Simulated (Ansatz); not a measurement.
in.yaml

```yaml
crystal:
  periodic: [false, false, false]
  atoms:
    - {symbol: Li, position_ang: [0.000000, 0.000000, 0.000000]}
    - {symbol: Li, position_ang: [0.000000, 0.000000, 3.507000]}
basis:
  gaussian: {orbitals: def2-mTZVP, fitting: {mean_field: def2-universal-jkfit}}
total_charge: -1
magnetization: {spin_polarized: true, initial_magnetization: 1}
hamiltonian: {xc: {name: PBE0}}
correlation: {method: ccsdt_q_b, electrons: valence}
```

```sh
$ ansatz run in.yaml --threads 1 --pin off --events-out ev --progress --plain --max-ram 2393MiB
```

Task: Roughly how long does this take on 1 thread of Arm Neoverse V1, shared host, and how much host memory?

Result: 2.5 s wall and 0.18 GiB.

```
102 factors; integrals over basis functions are off by at most 1.2e0 eV
mean field evaluation 1: about -407.4796 eV, gradient 8.5e-1 eV
mean field evaluation 2: about -407.4796 eV, gradient 8.5e-1 eV
mean field evaluation 4: about -407.5253 eV, gradient 1.8e-1 eV
mean field evaluation 8: about -407.5290 eV, gradient 2.4e-3 eV
mean field evaluation 16: about -407.4384 eV, gradient 7.5e-1 eV
mean field -407.52903352 eV, -14.9764157489 hartree, gradient 6.2e-7 eV, S^2 0.783923; 2 other end points of the search recorded, 0 dependent functions left out
reference -404.59610667 eV, -14.8686326750 hartree; 4, 3 occupied and 12, 13 virtual orbitals, 102 factors
second order -1.07390621 eV of doubles, -0.06517889 eV of singles
cycle   1  -1.33481535 eV  change   -2.0e-1 eV  update   5.8e-2
cycle   2  -1.44749515 eV  change   -1.1e-1 eV  update   3.2e-2
cycle   3  -1.45111256 eV  change   -3.6e-3 eV  update   1.4e-2
cycle   4  -1.46793116 eV  change   -1.7e-2 eV  update   7.9e-3
cycle   5  -1.46674843 eV  change    1.2e-3 eV  update   2.5e-3
cycle   6  -1.46667131 eV  change    7.7e-5 eV  update   1.0e-3
cycle   7  -1.46698140 eV  change   -3.1e-4 eV  update   2.6e-4
cycle   8  -1.46684052 eV  change    1.4e-4 eV  update   1.0e-4
cycle   9  -1.46687698 eV  change   -3.6e-5 eV  update   4.0e-5
cycle  10  -1.46689145 eV  change   -1.4e-5 eV  update   1.4e-5
cycle  11  -1.46689273 eV  change   -1.3e-6 eV  update   5.7e-6
cycle  12  -1.46689046 eV  change    2.3e-6 eV  update   1.8e-6
cycle  13  -1.46689026 eV  change    1.9e-7 eV  update   6.2e-7
perturbative correction -0.00029904 eV, -0.0000109897 hartree
Total energy: -406.06329598 eV, -14.9225508876 hartree
```
